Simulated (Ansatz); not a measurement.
# Ru4: the cost of one run

Computed with Ansatz 0.2.0, Gaussian basis. Level: UKS PBE0-D4/def2-SVP.

The runs, in order: a search for the lowest solution at PBE0-D4/def2-SVP; a single point at PBE0-D4/def2-TZVPD.

3 further runs of the same task are left out: 1 that didn't finish, 2 set aside as unsound or not needed. Runs told in other sessions of the task aren't counted.

### Step 1. The geometry

The geometry is that of the doublet, from an earlier relaxation (PBE0-D4/def2-SVPD). At that level it is the lowest of the isomers that a small search found.

4 atoms, charge -1, spin multiplicity 2.

Atoms are counted from 1 here; the program's logs count them from 0.

Bond lengths: Ru1–Ru2 2.794 Å, Ru1–Ru3 2.309 Å, Ru1–Ru4 2.421 Å, Ru2–Ru3 2.539 Å, Ru2–Ru4 2.331 Å, Ru3–Ru4 3.367 Å. Angles: Ru2–Ru1–Ru3 58.8°, Ru2–Ru1–Ru4 52.5°, Ru3–Ru1–Ru4 90.7°, Ru1–Ru2–Ru3 51.0°, Ru1–Ru2–Ru4 55.5°, Ru3–Ru2–Ru4 87.4°, Ru1–Ru3–Ru2 70.2°, Ru1–Ru3–Ru4 46.0°, Ru2–Ru3–Ru4 43.7°, Ru1–Ru4–Ru2 72.0°, Ru1–Ru4–Ru3 43.3°, Ru2–Ru4–Ru3 48.9°.

Ru takes a core potential in the def2 sets. No spin-orbit coupling is included. The ion is computed in the gas phase, without counter-ions or solvent.

Bonds by kind at the end (by distance):

```
 bond  count  shortest (Å)  longest (Å)
Ru–Ru      6         2.309        3.367
```

### Step 2. Searching for the lowest solution, PBE0-D4/def2-SVP

start.molden holds the orbitals of an earlier run on this state, given as this run's starting guess.

Contents of in.yaml:

```yaml
crystal:
  periodic: [false, false, false]
  atoms:
    - {symbol: Ru, position_ang: [0.039071, -0.149573, 1.444698]}
    - {symbol: Ru, position_ang: [-0.974696, 0.240986, -1.129042]}
    - {symbol: Ru, position_ang: [0.784393, 1.585246, 0.114902]}
    - {symbol: Ru, position_ang: [0.151232, -1.676659, -0.430558]}
basis:
  gaussian: {orbitals: def2-SVP, initial_orbitals: start.molden}
total_charge: -1
magnetization: {spin_polarized: true, initial_magnetization: 1}
hamiltonian: {xc: pbe0, dispersion: d4}
output: {orbitals: {seedname: orbitals}}
```

Launch:

```
$ ansatz run in.yaml --threads 4 --pin off --events-out ev --progress --plain --max-ram 3916MiB
```

Q: Estimate wall time and peak memory on 4 threads of Arm Neoverse V2, shared host.

About 3 min, with a peak of 0.74 GiB.
